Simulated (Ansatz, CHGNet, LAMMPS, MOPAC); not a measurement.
How well does each level of theory give the elastic constant C12 of rock-salt LiCl?

Reference value: 20.9 GPa (measured, 4 K, zero-point motion not removed; as tabulated in Harker's crystal data pages).

| level (code) | value (GPa) | cell (Å³/atom) |
|---|---|---|
| ionic model catlow1977 (shell model, LAMMPS) | 26.1 | 16.08 |
| PM7 semi-empirical Hartree-Fock (MOPAC) | 19.6 | 14.75 |
| CHGNet-r²SCAN | 30.5 | 16.46 |
| LDA (Ansatz) | 23.2 | 15.29 |
| PBE (Ansatz) | 21.9 | 17.08 |
| r²SCAN (Ansatz) | 21.9 | 16.70 |
| B3LYP (VWN-RPA form) (Ansatz) | ? | 17.35 |
| PBE0 (Ansatz) | ? | 16.68 |
| Hartree–Fock (Ansatz) | 23.3 | 18.21 |

Problem. Some entries are withheld; supply them.

Solution. 
- B3LYP (VWN-RPA form) (Ansatz, an electronic-structure program), value (GPa): 24.0
- PBE0 (Ansatz), value (GPa): 22.6

Differences against the reference: ionic model catlow1977 +25 %, PM7 semi-empirical Hartree-Fock (MOPAC) -6.2 %, CHGNet-r²SCAN +46 %, LDA +11.0 %, PBE +4.8 %, r²SCAN +4.8 %, B3LYP (VWN-RPA form) +14.8 %, PBE0 +8.1 %, Hartree–Fock +11.5 %.

The levels aren't ranked against this reference (one secondary page as the only source).

The reference isn't brought to a static lattice, while the calculations are for one, so the differences are not the levels' errors alone.  PM7 semi-empirical Hartree-Fock (MOPAC): the method was fitted mainly to molecules. PM7 semi-empirical Hartree-Fock (MOPAC): the run uses a supercell at the zone centre in place of a k mesh. Each level is taken at its own relaxed cell. Cutoffs differ between the levels. Ansatz's density-functional and Hartree–Fock values are scalar-relativistic unless marked +SOC, with PAW data made under PBE.

Empirical potentials (ionic model catlow1977) are fitted to chosen data: where that held the value shown, agreement is built in, and what lay outside the fit can be far off. Machine-learned potentials (CHGNet-r²SCAN) are trained on DFT data: a solid inside that data is no test of them.

Differences are worked out from the printed values.
